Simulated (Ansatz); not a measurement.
# BFH2O: reaction (reductive elimination), part 2 of 2

Wanted: the energy profile along the reaction (reductive elimination), from relaxed end points and a band of images. Meant to form: H2–O3; to break: B1–H2, B1–O3. The start is a guess near the saddle point, from which both ends are pulled out.

Ansatz 0.2.0; RKS PBE0-D4/def2-SVP. The steps go on from the part before.

### Step 8. Vibrations at the top

The geometry is the highest inner image of the first converged band.

input.yaml

```yaml
crystal:
  periodic: [false, false, false]
  atoms:
    - { symbol: B, position_ang: [-0.200919, 0.119597, 0.306333] }
    - { symbol: H, position_ang: [0.873017, -0.237439, 1.255831] }
    - { symbol: O, position_ang: [1.366429, -0.022727, 0.266811] }
    - { symbol: H, position_ang: [1.706875, -0.776345, -0.263561] }
    - { symbol: F, position_ang: [-0.671102, -0.034984, -0.903615] }
basis:
  gaussian: { orbitals: def2-SVP }
hamiltonian:
  xc: pbe0
  dispersion: d4
phonons: {}
```

The run is started by

```bash
$ ansatz run input.yaml --threads 1 --pin off --max-ram 2048MiB --backend cpu --events-out ev --progress --plain --runs-dir out
```

The log of the run, cut to the lines that bear on the results:

```text
Warning: RAYON_NUM_THREADS=1 ignored (pool sized by the plan → 1); use --threads N
[...]
Functional definition: PBE0
[...]
561 factors; integrals over basis functions are off by at most 3.3e-4 eV
[...]
mean field -5460.97680935 eV, -200.6871961605 hartree, gradient 1.7e-5 eV, S^2 0.000000; 0 other end points of the search recorded, 0 dependent functions left out
[...]
reference -5460.97682880 eV, -200.6871968755 hartree; 12, 12 occupied and 40, 40 virtual orbitals, 561 factors
[...]
561 factors; integrals over basis functions are off by at most 3.3e-4 eV
[...]
mean field -5460.97678299 eV, -200.6871951920 hartree, gradient 1.8e-6 eV, S^2 0.000000; 0 other end points of the search recorded, 0 dependent functions left out
[...]
reference -5460.97680244 eV, -200.6871959066 hartree; 12, 12 occupied and 40, 40 virtual orbitals, 561 factors
[...]
561 factors; integrals over basis functions are off by at most 3.3e-4 eV
[...]
mean field -5460.97669530 eV, -200.6871919692 hartree, gradient 1.2e-6 eV, S^2 0.000000; 0 other end points of the search recorded, 0 dependent functions left out
[...]
reference -5460.97671474 eV, -200.6871926838 hartree; 12, 12 occupied and 40, 40 virtual orbitals, 561 factors
WARN: phonons: modes at or below zero, which the zero-point energy, F, S and C_V leave out: 1, the lowest at -1388.37 cm⁻¹. A minimum has none, and a first-order saddle one
Total energy: -5461.01291857 eV, -200.6885231500 hartree
Atom 0 at    -0.200919     0.119597     0.306333 Å, force     0.000126    -0.000108     0.000013 eV/Å
Atom 1 at     0.873017    -0.237439     1.255831 Å, force    -0.000004     0.000073     0.000059 eV/Å
Atom 2 at     1.366429    -0.022727     0.266811 Å, force     0.000004    -0.000033     0.000034 eV/Å
Atom 3 at     1.706875    -0.776345    -0.263561 Å, force     0.000027     0.000002     0.000000 eV/Å
Atom 4 at    -0.671102    -0.034984    -0.903615 Å, force    -0.000154     0.000066    -0.000106 eV/Å
Dipole moment:     0.532364    -0.362517    -0.176906 e Å
Vibrations: -1388.37 278.48 436.92 548.55 763.53 1112.55 1322.62 2235.78 3579.36 cm⁻¹, zero-point energy 0.637142 eV
```

Run time: 20 s. Hardware: 1 thread of Arm Neoverse V1, shared host; peak memory 0.093 GiB.

Of 9 modes, 1 is imaginary by more than 30 cm⁻¹ (1388i cm⁻¹).

### Step 9. Dynamics from the top

It starts at the highest inner image of the first converged band: 200 steps of 0.5 fs at constant energy, with velocities drawn for 300 K.

Edit input.yaml of step 8 so:

```diff
@@ -13,2 +13,8 @@
   dispersion: d4
-phonons: {}
+md:
+  timestep: 0.5
+  n_steps: 200
+  ensemble: nve
+  temperature: 300.0
+  initial_velocities: maxwell_boltzmann
+  seed: 10857
```

The run is started by

```bash
$ ansatz run input.yaml --threads 1 --pin off --max-ram 2048MiB --backend cpu --events-out ev --progress --plain --runs-dir out
```

The log of the run, cut to the lines that bear on the results:

```text
Warning: RAYON_NUM_THREADS=1 ignored (pool sized by the plan → 1); use --threads N
[...]
Functional definition: PBE0
[...]
561 factors; integrals over basis functions are off by at most 3.3e-4 eV
[...]
mean field -5460.97680935 eV, -200.6871961605 hartree, gradient 1.7e-5 eV, S^2 0.000000; 0 other end points of the search recorded, 0 dependent functions left out
[...]
reference -5460.97682880 eV, -200.6871968755 hartree; 12, 12 occupied and 40, 40 virtual orbitals, 561 factors
md step     0: t =     0.00 fs  T =   300.0 K  F+E_penalty+E_count = -5461.01289912 eV  E_kin = 0.116334 eV  conserved = -5460.89656512 eV  (23 SCF iters)
[...]
md step    25: t =    12.50 fs  T =   317.4 K  F+E_penalty+E_count = -5461.01921188 eV  E_kin = 0.123090 eV  conserved = -5460.89612214 eV  (28 SCF iters)
[...]
md step    50: t =    25.00 fs  T =  8191.4 K  F+E_penalty+E_count = -5464.07692716 eV  E_kin = 3.176463 eV  conserved = -5460.90046382 eV  (24 SCF iters, 3 dispersion substeps)
[...]
md step    75: t =    37.50 fs  T =  5374.5 K  F+E_penalty+E_count = -5462.98088538 eV  E_kin = 2.084137 eV  conserved = -5460.89674857 eV  (22 SCF iters, 3 dispersion substeps)
[...]
md step    98: t =    49.00 fs  T =  4731.2 K  F+E_penalty+E_count = -5462.73150274 eV  E_kin = 1.834668 eV  conserved = -5460.89683484 eV  (24 SCF iters, 3 dispersion substeps)
md step    99: t =    49.50 fs  T =  5157.9 K  F+E_penalty+E_count = -5462.89756455 eV  E_kin = 2.000113 eV  conserved = -5460.89745197 eV  (24 SCF iters, 3 dispersion substeps)
```

### Step 10. The log goes on: dynamics from the highest image of the converged band

Output, continued, cut to the lines that bear on the results:

```text
md step   100: t =    50.00 fs  T =  5605.6 K  F+E_penalty+E_count = -5463.07227615 eV  E_kin = 2.173751 eV  conserved = -5460.89852551 eV  (24 SCF iters, 3 dispersion substeps)
[...]
md step   125: t =    62.50 fs  T =  4875.8 K  F+E_penalty+E_count = -5462.78786996 eV  E_kin = 1.890729 eV  conserved = -5460.89714131 eV  (24 SCF iters, 3 dispersion substeps)
[...]
md step   150: t =    75.00 fs  T =  3270.2 K  F+E_penalty+E_count = -5462.16489625 eV  E_kin = 1.268101 eV  conserved = -5460.89679494 eV  (27 SCF iters, 3 dispersion substeps)
[...]
md step   175: t =    87.50 fs  T =  5491.8 K  F+E_penalty+E_count = -5463.02600377 eV  E_kin = 2.129602 eV  conserved = -5460.89640179 eV  (23 SCF iters, 3 dispersion substeps)
[...]
md step   199: t =    99.50 fs  T =  7526.7 K  F+E_penalty+E_count = -5463.82120661 eV  E_kin = 2.918701 eV  conserved = -5460.90250515 eV  (22 SCF iters, 3 dispersion substeps)
[...]
md step   200: t =   100.00 fs  T =  6793.1 K  F+E_penalty+E_count = -5463.53394633 eV  E_kin = 2.634211 eV  conserved = -5460.89973497 eV  (23 SCF iters, 3 dispersion substeps)
Total energy: -5463.53396568 eV, -200.7811699223 hartree
Atom 0 at     0.070713     0.174072     0.228861 Å, force    -9.086808    -2.660063     3.874073 eV/Å
Atom 1 at    -0.954308    -0.158523     1.049156 Å, force     2.420384     1.537915     0.943189 eV/Å
Atom 2 at     1.281488    -0.036356     0.190782 Å, force     6.987270     0.191757     1.544711 eV/Å
Atom 3 at     1.653628     0.523528    -0.467830 Å, force     1.309833     0.300367    -1.332193 eV/Å
Atom 4 at    -0.654351    -0.127657    -0.773704 Å, force    -1.630679     0.630025    -5.029780 eV/Å
Dipole moment:     0.358667     0.346771    -0.206624 e Å
```

Run time: 3 min. Hardware: 1 thread of Arm Neoverse V1, shared host; peak memory 0.094 GiB.

### Step 11. Frames and traces

The trajectory, every 8 steps (energies from step 0):

```csv
time (fs),T (K),potential energy change (meV/atom),total energy change (meV/atom),H2–O3 (Å),B1–H2 (Å)
0.0,300,0.0,0.00,1.13,1.48
4.0,157,11.1,0.05,1.11,1.42
8.0,90,16.4,0.06,1.17,1.43
12.0,262,3.0,0.10,1.24,1.41
16.0,1205,-69.8,0.42,1.38,1.31
20.0,6685,-495.6,-0.37,1.84,1.25
24.0,9344,-702.6,-1.18,2.56,1.56
28.0,4409,-318.3,0.33,2.93,1.83
32.0,5232,-383.2,-0.67,2.87,1.62
36.0,3928,-281.2,0.12,2.47,1.03
40.0,8434,-632.5,-1.67,2.66,1.40
44.0,4013,-287.8,0.16,2.87,1.87
48.0,4014,-287.9,0.10,2.62,1.80
52.0,6309,-470.0,-3.96,1.92,1.20
56.0,6691,-500.1,-4.40,1.83,1.15
60.0,6364,-470.6,-0.36,2.47,1.76
64.0,4621,-334.6,0.53,2.73,1.80
68.0,9605,-724.8,-3.19,2.57,1.28
72.0,5225,-383.1,-1.20,2.49,1.12
76.0,2662,-183.0,0.22,2.70,1.52
80.0,5466,-400.9,-0.27,2.52,1.43
84.0,8479,-635.1,-0.72,2.07,1.19
88.0,5083,-370.8,0.10,1.86,1.46
92.0,4458,-322.4,0.09,1.78,1.52
96.0,7790,-581.7,-0.79,1.85,1.22
100.0,6793,-504.2,-0.63,2.40,1.35
```

time (fs), T (K) and a bar:
```
      0.0        300 #
      4.5        138 
      8.5        101 
     13.0        381 #
     17.5       2462 ########
     21.5       9237 ##############################
     26.0       6792 ######################
     30.5       4351 ##############
     35.0       5088 ################
     39.0       8722 ############################
     43.5       4351 ##############
     48.0       4014 #############
     52.0       6309 ####################
     56.5       7442 ########################
     61.0       5744 ###################
     65.0       5313 #################
     69.5       7919 ##########################
     74.0       4125 #############
     78.5       3390 ###########
     82.5       8500 ############################
     87.0       5966 ###################
     91.5       4292 ##############
     95.5       7322 ########################
    100.0       6793 ######################
```

Bonds that form or break, judged by distance (formed within 1.15 times the sum of covalent radii and held on average over 12 fs, broken when stretched by half; pairs already stretched at the start don't count as bonds):

```csv
time (fs),bond,event
68.0,B1–H2,forms
```

The last frame stands with the bonds of end A.

### Step 12. A trajectory let go at the top

It starts at the highest inner image of the first converged band: 200 steps of 0.5 fs at constant energy, with velocities drawn for 100 K.

Edit input.yaml of step 9 so:

```diff
@@ -17,4 +17,4 @@
   ensemble: nve
-  temperature: 300.0
+  temperature: 100.0
   initial_velocities: maxwell_boltzmann
-  seed: 10857
+  seed: 10858
```

The run is started by

```bash
$ ansatz run input.yaml --threads 1 --pin off --max-ram 2048MiB --backend cpu --events-out ev --progress --plain --runs-dir out
```

The log of the run, cut to the lines that bear on the results:

```text
Warning: RAYON_NUM_THREADS=1 ignored (pool sized by the plan → 1); use --threads N
[...]
Functional definition: PBE0
[...]
561 factors; integrals over basis functions are off by at most 3.3e-4 eV
[...]
mean field -5460.97680935 eV, -200.6871961605 hartree, gradient 1.7e-5 eV, S^2 0.000000; 0 other end points of the search recorded, 0 dependent functions left out
[...]
reference -5460.97682880 eV, -200.6871968755 hartree; 12, 12 occupied and 40, 40 virtual orbitals, 561 factors
md step     0: t =     0.00 fs  T =   100.0 K  F+E_penalty+E_count = -5461.01289912 eV  E_kin = 0.038778 eV  conserved = -5460.97412112 eV  (23 SCF iters)
[...]
md step    25: t =    12.50 fs  T =    61.7 K  F+E_penalty+E_count = -5460.99784105 eV  E_kin = 0.023937 eV  conserved = -5460.97390420 eV  (23 SCF iters)
[...]
md step    50: t =    25.00 fs  T = 10184.4 K  F+E_penalty+E_count = -5464.93282761 eV  E_kin = 3.949293 eV  conserved = -5460.98353441 eV  (23 SCF iters, 3 dispersion substeps)
[...]
md step    75: t =    37.50 fs  T =  4378.4 K  F+E_penalty+E_count = -5462.67610967 eV  E_kin = 1.697863 eV  conserved = -5460.97824653 eV  (27 SCF iters, 5 dispersion substeps)
[...]
md step    99: t =    49.50 fs  T =  4835.0 K  F+E_penalty+E_count = -5462.84975818 eV  E_kin = 1.874908 eV  conserved = -5460.97485051 eV  (24 SCF iters, 3 dispersion substeps)
md step   100: t =    50.00 fs  T =  4928.6 K  F+E_penalty+E_count = -5462.88625148 eV  E_kin = 1.911198 eV  conserved = -5460.97505334 eV  (24 SCF iters, 3 dispersion substeps)
```

### Step 13. More of the same log: dynamics from the highest image of the converged band

Output, continued, cut to the lines that bear on the results:

```text
md step   101: t =    50.50 fs  T =  5046.5 K  F+E_penalty+E_count = -5462.93218325 eV  E_kin = 1.956942 eV  conserved = -5460.97524112 eV  (24 SCF iters, 3 dispersion substeps)
[...]
md step   126: t =    63.00 fs  T =  5735.2 K  F+E_penalty+E_count = -5463.19879874 eV  E_kin = 2.224006 eV  conserved = -5460.97479306 eV  (25 SCF iters, 3 dispersion substeps)
[...]
md step   151: t =    75.50 fs  T =  6539.2 K  F+E_penalty+E_count = -5463.51259617 eV  E_kin = 2.535760 eV  conserved = -5460.97683635 eV  (24 SCF iters, 3 dispersion substeps)
[...]
md step   176: t =    88.00 fs  T =  7406.7 K  F+E_penalty+E_count = -5463.85276014 eV  E_kin = 2.872178 eV  conserved = -5460.98058246 eV  (24 SCF iters, 3 dispersion substeps)
[...]
md step   199: t =    99.50 fs  T =  5459.3 K  F+E_penalty+E_count = -5463.09741144 eV  E_kin = 2.117022 eV  conserved = -5460.98038901 eV  (24 SCF iters, 3 dispersion substeps)
[...]
md step   200: t =   100.00 fs  T =  4859.5 K  F+E_penalty+E_count = -5462.86212895 eV  E_kin = 1.884405 eV  conserved = -5460.97772356 eV  (24 SCF iters, 3 dispersion substeps)
Total energy: -5462.86214772 eV, -200.7564810677 hartree
Atom 0 at    -0.064898     0.189046     0.233704 Å, force     5.429632    -3.646301     4.451867 eV/Å
Atom 1 at    -0.867570    -0.372798     0.864693 Å, force    -0.237420     0.797546     4.255807 eV/Å
Atom 2 at     1.404190    -0.035731     0.193318 Å, force    -3.730264     2.840118     0.196446 eV/Å
Atom 3 at     1.541247     0.652016    -0.485839 Å, force     1.163907    -0.528179    -0.247125 eV/Å
Atom 4 at    -0.679158    -0.132152    -0.767853 Å, force    -2.625855     0.536815    -8.656995 eV/Å
Dipole moment:    -0.049977     0.399315    -0.197411 e Å
```

It took 3 min on 1 thread of Arm Neoverse V1, shared host; peak memory 0.091 GiB.

### Step 14. Frames and traces

The trajectory, every 15 steps (energies from step 0):

```csv
time (fs),T (K),potential energy change (meV/atom),total energy change (meV/atom),H2–O3 (Å),B1–H2 (Å)
0.0,100,0.0,0.00,1.13,1.48
7.5,50,3.9,0.03,1.14,1.46
15.0,161,-4.7,0.06,1.19,1.42
22.5,5961,-454.6,-0.07,1.72,1.29
30.0,5533,-421.2,0.21,2.86,1.75
37.5,4378,-332.6,-0.83,2.70,1.32
45.0,6184,-472.1,-0.19,2.59,1.57
52.5,5670,-432.4,-0.40,2.24,1.57
60.0,6737,-516.2,-1.46,2.02,1.29
67.5,5659,-431.3,-0.14,2.69,1.49
75.0,7038,-538.9,-0.81,2.47,1.31
82.5,4556,-346.1,-0.56,1.97,1.32
90.0,7505,-574.8,-0.58,2.12,1.45
97.5,6517,-498.5,-0.88,2.42,1.40
100.0,4859,-369.8,-0.72,2.39,1.17
```

time (fs), T (K) and a bar:
```
      0.0        100 
      4.5         57 
      8.5         54 
     13.0         78 
     17.5        499 #
     21.5       4014 ###########
     26.0      10420 ##############################
     30.5       5081 ###############
     35.0       4586 #############
     39.0       3706 ###########
     43.5       7339 #####################
     48.0       4769 ##############
     52.0       5500 ################
     56.5       4448 #############
     61.0       6513 ###################
     65.0       5452 ################
     69.5       6748 ###################
     74.0       7747 ######################
     78.5       3984 ###########
     82.5       4556 #############
     87.0       6510 ###################
     91.5       6949 ####################
     95.5       6379 ##################
    100.0       4859 ##############
```

The last frame stands with the bonds of end A.

### Step 15. Results

The summary covers parts 1 to 2.

```
                         quantity                               value
                            end A             3 moves, 0.023 eV lower
                            end B             6 moves, 0.011 eV lower
                 barrier forwards                            4.691 eV
                barrier backwards                            0.683 eV
     second end relative to first                           +4.008 eV
                    highest image               4 of 0 to 6, climbing
                  band iterations                                  27
               pieces at the ends                    BFH2O → H2O + BF
       imaginary modes at the top                          1388i cm⁻¹
trajectory at 300 K, after 100 fs  with the bonds of end A, at 6793 K
trajectory at 100 K, after 100 fs  with the bonds of end A, at 4859 K
```

In words: The top lies 4.69 eV above the first end, or 181 kT at room temperature; with a typical attempt rate of 10^13 per second that is roughly 10^-66 events a second. Going back costs 0.68 eV, since the second end is 4.01 eV above the first. The band dips to -0.03 eV at image 2, below both ends, so a lower minimum lies on the way, and the climb from that dip is 4.72 eV. By distance, end A alone has B1–H2, B1–O3 and end B alone has H2–O3. One imaginary mode, as a first-order saddle point has. These are electronic energies, with no zero-point or thermal terms.
